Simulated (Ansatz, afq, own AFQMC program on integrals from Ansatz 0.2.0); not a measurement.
## GeNH2, quartet in cc-pVDZ, levels against CCSDT(Q)

```xyz
4

Ge    0.0176    0.0873    0.7004
N    -0.1485   -0.3809   -3.4520
H     0.2996   -1.2754    1.4005
H     0.4926    0.2779   -3.9103
```

Connectivity, by distances: GeH ··· NH.

Basis cc-pVDZ. Only valence electrons are correlated. Ansatz 0.2.0 and our own AFQMC program on the same integrals; the CISD trial comes from CCSD amplitudes, and released means the phaseless constraint is let go. Uncertainties: one standard error, sampling alone. No spin–orbit coupling.

Determinant: UHF, the one that the program's search chose, which needn't be the lowest solution. The geometry is a point of a scan.

No full CI on the walks' own integrals is used here; CCSDT(Q) serves as the reference and is uncertain by about the last step of the cluster series.

Cautions: no relativity below Rb; no spin-orbit coupling; inner d shell frozen; lower spins were not checked; the released energies move by 1.5 errors or more from one time to the next, so no released level is given (meV from the phaseless value at times in 1/Eh: -3 ± 9 at 0.24, 10 ± 10 at 0.51, 24 ± 12 at 0.99, 25 ± 10 at 1.62, -9 ± 11 at 2.40), though the last usable value meets CCSDT(Q) within the noise; the ph-AFQMC/HF walk drifts between its halves (2.9 errors).

- T1 diagnostic: 0.0109
- weight of the determinant in the CISD state: 0.895
- ⟨S²⟩ of the determinant: 3.775
- size of the correlated space: 11 electrons in 36 orbitals

```json
{"level": "MP2", "correlation energy (eV)": "-4.4731"}
{"level": "CCSD", "correlation energy (eV)": "-5.5863"}
{"level": "CCSD(T)", "correlation energy (eV)": "-5.6653"}
```

Question: Estimate where phaseless AFQMC with a CISD trial lies against CCSD(T) on the same integrals.

Answer: 0.86 ± 0.31 mEh below CCSD(T).

Reference: CCSDT(Q), correlation energy -5.688 eV.

```tsv
level	E − E(reference) (mEh)	share of correlation (%)
CCSD(T)	0.85	99.59
CCSDT	0.15	99.93
ph-AFQMC/HF	-0.82 ± 1.79	100.39
ph-AFQMC/CISD	-0.01 ± 0.31	100.00
```
